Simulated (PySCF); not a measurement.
# SiN: from constants to spectrum

ROHF-CCSD(T) constants of SiN, ²Σ⁺ (doublet), unpaired electrons σ ↑ (Si def2-TZVPPD, N def2-TZVPPD; no relativity (PySCF 2.14); masses 27.9769 and 14.0031 u):

```
ωe           : 1128.3 cm⁻¹
ωexe         : 6.25 cm⁻¹
Be           : 0.71767 cm⁻¹
αe           : 0.00539 cm⁻¹
De to Si + N : 4.32 eV
```

**Question.** What force constant and bond length do these constants imply?

**Answer.** Reduced mass μred = 9.3321 u; k = 5.8918×10⁻⁷·μred·ωe² (u, cm⁻¹, mdyn/Å) = 7.00 mdyn/Å; Re = √(16.8576/(μred·Be)) (u, cm⁻¹, Å) = 1.587 Å.

**Question.** Estimate the centrifugal constant D from the Kratzer relation and find the Dunham coefficient a1.

**Answer.** D = 4Be³/ωe² = 1.16e-06 cm⁻¹; a1 = −1 − αeωe/(6Be²) = -2.97.

Correlated steps freeze 6 core orbitals. The CCSD T1 diagnostic is raised, a sign that a single reference may not be enough here. The state was picked by a PBE0 search and need not be the measured ground state.
